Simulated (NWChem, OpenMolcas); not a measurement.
## How basis sets differ on BH3S (SMILES BS)

The species is BH3S (5 atoms), meant as a singlet with charge 0. SMILES: `BS`. The coordinates come from a PBE0-D4/def2-TZVP relaxation.

Quantity: the vertical ionisation energy (to the doublet cation), in eV. The values are calculated.

```tsv
level	kind	program	value (eV)
B3LYP/6-31+G* (spherical functions)	global hybrid	NWChem	11.75
B3LYP/6-311+G**	global hybrid	NWChem	11.74
B3LYP/STO-3G	global hybrid	OpenMolcas	9.11
B3LYP/6-31G* (spherical functions)	global hybrid	NWChem	11.70
B3LYP/6-31++G** (spherical functions)	global hybrid	NWChem	11.73
B3LYP/6-311++G(2d,2p)	global hybrid	NWChem	11.74
B3LYP/6-311++G(3df,3pd)	global hybrid	NWChem	11.72
```

The values span 9.11 to 11.75 eV. Without the sets that lack polarisation functions the rows with a basis span only 11.70 to 11.75 eV.
